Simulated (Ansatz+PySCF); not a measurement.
doublet C2H4NO: levels of theory in one basis

```yaml
atoms:
  - { symbol: C, position_ang: [0.0000, -0.1773, -1.2224] }
  - { symbol: N, position_ang: [0.0000, 0.4820, -0.0163] }
  - { symbol: C, position_ang: [0.0000, -0.1456, 1.2122] }
  - { symbol: H, position_ang: [0.0000, 0.4052, -2.1279] }
  - { symbol: H, position_ang: [0.0000, -1.2533, -1.1997] }
  - { symbol: H, position_ang: [0.0000, 1.4917, -0.0145] }
  - { symbol: H, position_ang: [0.0000, 0.5458, 2.0075] }
  - { symbol: O, position_ang: [0.0000, -1.3486, 1.3610] }
```

Basis set: cc-pVTZ (spherical functions). Left uncorrelated: 4 orbitals. Correlation on ROHF uses semicanonical orbitals with singles. Charge 0, multiplicity 2.

Computed with Ansatz (development build ahead of 0.2.0) and PySCF 2.14.0; each method stands on the lowest determinant of its kind that the runs found.

| method | E − E(ROHF) (eV) | <S²> of the determinant |
| --- | --- | --- |
| ROHF | 0.00 | 0.75 |
| UHF | -0.15 | 0.78 |
| ROHF-MP2 | -20.38 | – |
| UHF-MP2 | -20.35 | 0.78 |
